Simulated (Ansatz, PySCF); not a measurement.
Molecule: trifluoroborane, BF3 (charge 0, singlet). 
Geometry from a B3LYP-D3(BJ)/def2-TZVP (Ansatz, an electronic-structure program) optimisation:
```
B
F 1 1.3156
F 1 1.3156 2 120.00
F 1 1.3156 2 120.00 3 -180.00
```

Total electronic energies in hartree. Cores are frozen in the correlated levels unless marked. Spin-orbit coupling is left out. Non-relativistic unless marked X2C. CBS marks a two-point X^-3 extrapolation of the correlation energy; Hartree-Fock from the larger set. [CCSD(T)-MP2]/basis is that difference in the basis named.

```json
[
 {"level": "HF/cc-pwCVTZ", "program": "Ansatz", "energy (Eh)": "-323.32749"},
 {"level": "RI-HF/aug-cc-pVTZ", "program": "Ansatz", "energy (Eh)": "-323.32911"},
 {"level": "SVWN5/def2-TZVPD", "program": "Ansatz", "energy (Eh)": "-322.55089"},
 {"level": "B97M-V/def2-TZVPD", "program": "Ansatz", "energy (Eh)": "-324.61413"},
 {"level": "B3LYP-D3(BJ)/def2-TZVPD", "program": "Ansatz + dftd3", "energy (Eh)": "-324.71734"},
 {"level": "B3LYP-D4/def2-TZVPD", "program": "Ansatz + dftd4", "energy (Eh)": "-324.71772"},
 {"level": "PBE0/def2-SVP", "program": "Ansatz", "energy (Eh)": "-323.99358"},
 {"level": "PBE0-D3(BJ)/def2-TZVPD", "program": "Ansatz + dftd3", "energy (Eh)": "-324.39157"},
 {"level": "MN15-D3(BJ)/def2-TZVPD", "program": "PySCF + dftd3", "energy (Eh)": "-324.45498"},
 {"level": "HSE06-D3(BJ)/def2-TZVPD", "program": "Ansatz + dftd3", "energy (Eh)": "-324.37809"},
 {"level": "B2GP-PLYP/def2-TZVPD", "program": "Ansatz", "energy (Eh)": "-324.48767"},
 {"level": "MP2/aug-cc-pVTZ", "program": "Ansatz", "energy (Eh)": "-324.18891"},
 {"level": "MP2/cc-pVQZ", "program": "Ansatz", "energy (Eh)": "-324.26977"},
 {"level": "RI-MP2/aug-cc-pVQZ", "program": "Ansatz", "energy (Eh)": "-324.27938"},
 {"level": "SCS-MP2/6-31G*", "program": "Ansatz", "energy (Eh)": "-323.75237"},
 {"level": "CCSD/aug-cc-pVDZ", "program": "Ansatz", "energy (Eh)": "-323.91079"},
 {"level": "CCSD/CBS(cc-pVTZ,cc-pVQZ)", "program": "Ansatz", "energy (Eh)": "-324.3172"},
 {"level": "CCSD(T)/cc-pVDZ", "program": "PySCF", "energy (Eh)": "-323.85540"},
 {"level": "CCSD(T)/cc-pVTZ", "program": "Ansatz", "energy (Eh)": "-324.19094"},
 {"level": "CCSD(T)/cc-pVQZ", "program": "Ansatz", "energy (Eh)": "-324.29334"},
 {"level": "X2C-CCSD(T)/cc-pVTZ-DK", "program": "Ansatz", "energy (Eh)": "-324.45744"},
 {"level": "RI-MP2/CBS(aug-cc-pVTZ,aug-cc-pVQZ)+[CCSD(T)-MP2]/aug-cc-pVTZ", "program": "Ansatz", "energy (Eh)": "-324.3542"},
 {"level": "CCSD(T)/CBS(cc-pVTZ,cc-pVQZ)", "program": "Ansatz", "energy (Eh)": "-324.3486"}
]
```

Totals of different functionals don't rank their quality; only differences between species are comparable.
